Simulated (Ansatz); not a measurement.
# CH₄BO+ (SMILES B1C[OH+]1): single points off equilibrium

A test off equilibrium: a structure displaced at random from a GFN2-xTB minimum is computed at several levels, and each is set against CCSD(T).

Program: Ansatz 0.2.0, Gaussian basis. Level of theory: single points in def2-TZVPP. These are calculated values, not measurements.

Correlated methods freeze the cores.

## Step 1: Where the work starts

SMILES `B1C[OH+]1`, 7 atoms, charge 1, spin multiplicity 1.

Atoms are counted from 1 here; the program's logs count them from 0.

Bond lengths: B1–C2 1.454 Å, B1–O3 1.376 Å, B1–H4 1.421 Å, C2–H5 0.930 Å, C2–H6 1.093 Å, O3–H7 1.004 Å. Angles: C2–B1–O3 71.3°, C2–B1–H4 165.2°, O3–B1–H4 123.4°, B1–C2–H5 128.6°, B1–C2–H6 119.6°, H5–C2–H6 110.5°, B1–O3–H7 125.3°.

Geometry (Å):

```
B    -0.7276   -0.2457   -0.2263
C     0.2385    0.6814    0.3417
O     0.3927   -0.9515    0.1498
H    -1.8863   -0.8547   -0.7785
H     0.7835    1.2932   -0.0991
H     0.2230    0.8861    1.4151
H     1.2027   -1.1041   -0.4239
```

## Step 2: CCSD(T)/def2-TZVPP

The input, run/in.yaml:

```yaml
crystal:
  periodic: [false, false, false]
  atoms:
    - {symbol: B, position_ang: [-0.727600, -0.245700, -0.226300]}
    - {symbol: C, position_ang: [0.238500, 0.681400, 0.341700]}
    - {symbol: O, position_ang: [0.392700, -0.951500, 0.149800]}
    - {symbol: H, position_ang: [-1.886300, -0.854700, -0.778500]}
    - {symbol: H, position_ang: [0.783500, 1.293200, -0.099100]}
    - {symbol: H, position_ang: [0.223000, 0.886100, 1.415100]}
    - {symbol: H, position_ang: [1.202700, -1.104100, -0.423900]}
basis:
  gaussian: {orbitals: def2-TZVPP}
total_charge: 1
correlation: {method: ccsd_t}
output: {forces: true}
```

The command line of these runs was not kept.

## Step 3: PBE0-D4/def2-TZVPP

run/in.yaml: that of step 2 with these lines changed.

```diff
@@ -13,3 +13,3 @@
 total_charge: 1
-correlation: {method: ccsd_t}
-output: {forces: true}
+hamiltonian: {xc: pbe0, dispersion: d4}
+output: {forces: true, orbitals: {seedname: orbitals}}
```

## Step 4: wB97M-V/def2-TZVPP

run/in.yaml: that of step 3 with these lines changed.

```diff
@@ -13,3 +13,3 @@
 total_charge: 1
-hamiltonian: {xc: pbe0, dispersion: d4}
-output: {forces: true, orbitals: {seedname: orbitals}}
+hamiltonian: {xc: {name: wB97M-V}}
+output: {forces: true}
```

## Step 5: r2SCAN-D4/def2-TZVPP

run/in.yaml: that of step 4 with these lines changed.

```diff
@@ -13,3 +13,3 @@
 total_charge: 1
-hamiltonian: {xc: {name: wB97M-V}}
+hamiltonian: {xc: r2scan, dispersion: d4}
 output: {forces: true}
```

## Step 6: PBE-D4/def2-TZVPP

run/in.yaml: that of step 5 with these lines changed.

```diff
@@ -13,3 +13,3 @@
 total_charge: 1
-hamiltonian: {xc: r2scan, dispersion: d4}
+hamiltonian: {xc: pbe, dispersion: d4}
 output: {forces: true}
```

## Step 7: BHLYP-D4/def2-TZVPP

run/in.yaml: that of step 6 with these lines changed.

```diff
@@ -13,3 +13,3 @@
 total_charge: 1
-hamiltonian: {xc: pbe, dispersion: d4}
+hamiltonian: {xc: {name: BHLYP}, dispersion: d4}
 output: {forces: true}
```

## Step 8: LC-wPBE/def2-TZVPP

run/in.yaml: that of step 7 with these lines changed.

```diff
@@ -13,3 +13,3 @@
 total_charge: 1
-hamiltonian: {xc: {name: BHLYP}, dispersion: d4}
+hamiltonian: {xc: {name: LC-wPBE}}
 output: {forces: true}
```

(Steps that only read results are left out.)

Q: Predict the outcome of this session. Wanted: energy less free atoms, CCSD(T)/def2-TZVPP; RMS force component; RMS force error; HOMO and LUMO, PBE0-D4; T1 diagnostic.

The runs gave:

| quantity | value |
| --- | --- |
| energy less free atoms, CCSD(T)/def2-TZVPP | -16.395 eV |
| RMS force component | 3.259 to 3.344 eV/Å over the methods |
| RMS force error | PBE0-D4 0.235, wB97M-V 0.150, r2SCAN-D4 0.163, PBE-D4 0.248, BHLYP-D4 0.299, LC-wPBE 0.306 eV/Å |
| HOMO and LUMO, PBE0-D4 | -15.95 and -7.71 eV |
| T1 diagnostic | 0.015 |

Against CCSD(T) the functionals' energies less atoms differ by -1.421 to +0.043 eV, PBE-D4 by -1.421 eV. A larger basis would deepen the CCSD(T) value, while the functionals are nearly converged already, so the order here is not reliable. On forces the order runs from wB97M-V to LC-wPBE. Frozen-core CCSD(T) forces in triple zeta carry basis errors of their own, and this is one geometry, so small gaps rank nothing.
